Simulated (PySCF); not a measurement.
**hydrogen cyanide: calculation against experiment**

**Measured values to compare with.**

From NIST CCCBDB Release 22 (SRD 101), experimental dipoles, for the gas: dipole moment (microwave Stark effect, vibrational ground state) 2.98 D.

From NIST CCCBDB Release 22 (SRD 101), experimental polarizabilities, for the gas: mean polarisability 2.593 Å³.

The results are set against them at the end.

Compound: hydrogen cyanide, HCN.
SMILES with atom numbers: `[CH:1]#[N:2]` (hydrogens: H3 on C1)

Structure used (GFN2-xTB), in Å, numbered top down from 1:
```
atom  x, y, z in Å
C1    -0.0226   -0.0016   -0.0039
N2     1.1148    0.0201   -0.0109
H3    -1.0807   -0.0211    0.0022
```

Runs made with PySCF (gas phase, on this GFN2-xTB geometry; no spin–orbit coupling):

| level | job | basis functions | wall time |
| --- | --- | --- | --- |
| B3LYP/def2-SVPD | 8 singlets by full TDDFT, 3 Tamm–Dancoff triplets, polarisability | 48 | 1.3 s |

Hardware: one thread of an x86-64 server, no GPU (shared host).

**Comparison with experiment**

**Dipole moment.** Measured: 2.98 D (NIST CCCBDB Release 22 (SRD 101), experimental dipoles).

```json
{"level": "B3LYP/def2-SVPD", "computed (D)": "3.02", "computed − measured (D)": "+0.04", "% (from the printed values)": "+1"}
```

The computed dipoles belong to one fixed geometry; measured ones are averaged over vibrations unless marked μe. Magnitudes are compared, not signs.

**Mean polarisability.** Measured: 2.593 Å³ (NIST CCCBDB Release 22 (SRD 101), experimental polarizabilities).

```json
{"level": "B3LYP/def2-SVPD", "computed (Å³)": "2.388", "computed − measured (Å³)": "-0.205", "% (from the printed values)": "-8"}
```

The computed values are static and purely electronic, with core orbitals frozen in the response (1 au = 0.148185 Å³). The table of measured values doesn't say here whether a value is static or optical, or holds a vibrational part.

The geometry is computed, not the measured one. Where a level misses, the cause wasn't examined.
